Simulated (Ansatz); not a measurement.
Stepwise reaction of trisilane with water, as a gas-phase model of exchange steps in deposition or etching. ΔE in kJ/mol; ΔG adds harmonic PBE0-D4 terms to CCSD(T)/CBS, at 1 bar.

Isolated molecules relaxed with PBE0-D4/def2-TZVP in Ansatz; ΔE leaves out vibrations. CCSD(T)/CBS adds triple-zeta CCSD(T) − MP2 to the extrapolated MP2 energy (def2 sets, frozen cores). This one scheme is used for every species. Functionals use def2-TZVPP. B3LYP here is the variant with VWN-RPA as its local correlation; programs differ in this. One conformer a species, not always the lowest.

```
step                                             reaction  PBE-D4  B3LYP-D4  ωB97M-V  CCSD(T)/CBS  ΔG(600 K)
   1  `[SiH3][SiH2][SiH3]` + H₂O → `O[SiH2][SiH3]` + SiH₄   -49.0     -70.5    -73.5        -65.5      -63.9
```

Task: Give the row of step 2, `O[SiH2][SiH3]` + H₂O → `O[SiH2]O` + SiH₄. (An estimate is asked.)

Result: Ansatz gave: 
```csv
step,reaction,PBE-D4,B3LYP-D4,ωB97M-V,CCSD(T)/CBS,ΔG(600 K)
2,`O[SiH2][SiH3]` + H₂O → `O[SiH2]O` + SiH₄,-99.2,-120.5,-126.7,-119.5,-105.4
```

Task: By hand: ΔE of the 2 steps together at CCSD(T)/CBS.

Result: (-65.5) + (-119.5) = -185.0 kJ/mol, or -92.5 kJ/mol a step.

In ΔE each step is lower than the one before. All are downhill at CCSD(T)/CBS. ΔG lies between -105.4 and -63.9 kJ/mol a step. PBE-D4 differs from CCSD(T)/CBS by 16.5 to 20.3 kJ/mol a step. Isolated molecules leave out the surface, adducts and barriers. Largest T1 diagnostic: 0.013.
